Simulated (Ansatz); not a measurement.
Ideal-gas functions of CH3LiS (`[Li][S]C`) at 800 K and 1 bar, from an Ansatz frequency run at PBE0-D4/def2-TZVP.

Molar mass 54.04 g/mol, point group C1 (symmetry number 1), electronic degeneracy 1, moments of inertia 19.455, 57.41, 73.688 u Å². Harmonic wavenumbers (cm⁻¹, unscaled): 38, 131, 587, 731, 948, 962, 1339, 1475, 1481, 3042, 3115, 3123.

Use S(trans) = R[1.5 ln M + 2.5 ln T − 1.1517]; rotational temperatures θ = 24.2544 K / I; S(rot) = R[ln(√π/σ · √(T³/θAθBθC)) + 1.5]; for each mode x = 1.438777 ν̃/T, S = R[x/(eˣ − 1) − ln(1 − e⁻ˣ)] and H = RT x/(eˣ − 1); 1 cm⁻¹ = 0.0119627 kJ/mol; R = 8.31446 J/(mol·K).

Question: By hand: the entropy, in J/(mol·K).

Answer: Translation 179.1. Rotation: θ = 1.2467, 0.4225, 0.3291 K, giving 107.9. Vibration, mode by mode: 30.63, 20.35, 8.24, 6.61, 4.82, 4.72, 2.76, 2.28, 2.26, 0.23, 0.20, 0.20, in all 83.3. Electronic 0.0. Sum 370.3 J/(mol·K).

Question: By hand: H − E and G − E in kJ/mol, counted from the electronic energy.

Answer: Zero-point energy ½ × 16972 × 0.0119627 = 101.5; thermal vibration 29.0; translation, rotation and pV give 4 RT = 26.6. H − E = 157.1 kJ/mol, and G − E = 157.1 − 800 × 370.3/1000 = -139.1 kJ/mol.

Vibration gives 22 % of the entropy, 51.0 J/(mol·K) of it from the modes under 150 cm⁻¹: soft modes count most, and the harmonic formula is weakest for them. The sum counts one conformer and one mirror image; others add a mixing term.
